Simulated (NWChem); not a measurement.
## Which level was it?

BH3Cl− has 5 atoms, charge -1, and is taken as a singlet. As SMILES, `[H][B-]([H])([H])Cl`. The coordinates come from a GFN2-xTB relaxation.

```xyz
5

B    -0.0013    0.0016   -0.1670
Cl    0.0136   -0.0211    1.7073
H     1.1523    0.0114   -0.5222
H    -0.5866    1.0057   -0.4970
H    -0.5780   -0.9976   -0.5211
```

A calculation with NWChem 7.3.0 gave:

The total energy is -480.6547 Eh. The HOMO energy is -2.09 eV. The LUMO energy is 21.07 eV. The HOMO–LUMO gap is 23.16 eV and the largest force is 1.938 eV/Å.

Task: Which of these levels gave the numbers?
A. HF/STO-3G
B. PBE/3-21G
C. HF/6-31G** (spherical functions)
D. HF/3-21G

Result: A. The others give -485.9510 Eh (HF/6-31G** (spherical functions)), -484.3012 Eh (PBE/3-21G), -483.6206 Eh (HF/3-21G).
